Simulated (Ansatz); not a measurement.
# AlBH4S: the cost of one run

Method: RKS CAM-B3LYP/STO-3G, in Ansatz 0.2.0.

### Step 1. The system as given

Bond lengths: Al1–B2 2.080 Å, B2–S3 1.762 Å, Al1–H4 1.587 Å, Al1–H5 1.564 Å, B2–H6 1.175 Å, S3–H7 1.354 Å. Angles: Al1–B2–S3 106.4°, Al1–B2–H6 140.0°, S3–B2–H6 113.6°, B2–Al1–H4 113.4°, B2–Al1–H5 131.6°, H4–Al1–H5 115.0°, B2–S3–H7 98.8°.

Structure file:

```xyz
7

Al   -1.0749    0.2562   -0.3475
B     0.7777    0.6841    0.4959
S     1.7064   -0.8125    0.4388
H    -1.2303   -1.2598   -0.7902
H    -2.3205    1.1582   -0.6297
H     1.3621    1.5822    0.9776
H     0.7794   -1.6084   -0.1450
```

### Step 2. Relaxing end A

input.yaml

```yaml
crystal:
  periodic: [false, false, false]
  atoms:
    - { symbol: Al, position_ang: [-1.07485, 0.25622, -0.3475] }
    - { symbol: B, position_ang: [0.77773, 0.68408, 0.49586] }
    - { symbol: S, position_ang: [1.70641, -0.81245, 0.43878] }
    - { symbol: H, position_ang: [-1.23028, -1.25981, -0.79015] }
    - { symbol: H, position_ang: [-2.32051, 1.15821, -0.62966] }
    - { symbol: H, position_ang: [1.36207, 1.58218, 0.97763] }
    - { symbol: H, position_ang: [0.77942, -1.60843, -0.14496] }
basis:
  gaussian: { orbitals: STO-3G }
hamiltonian:
  xc: cam_b3lyp
relax:
  f_tol: 0.02
  max_steps: 50
```

On the command line:

```bash
$ ansatz run input.yaml --threads 1 --pin off --max-ram 2048MiB --backend cpu --events-out ev --progress --plain --runs-dir out
```

**Question.** How long does this run take on 1 thread of Intel Xeon 6975P-C (Granite Rapids), shared host, and how much memory does it need?

About 15 s, with a peak of 0.13 GiB.
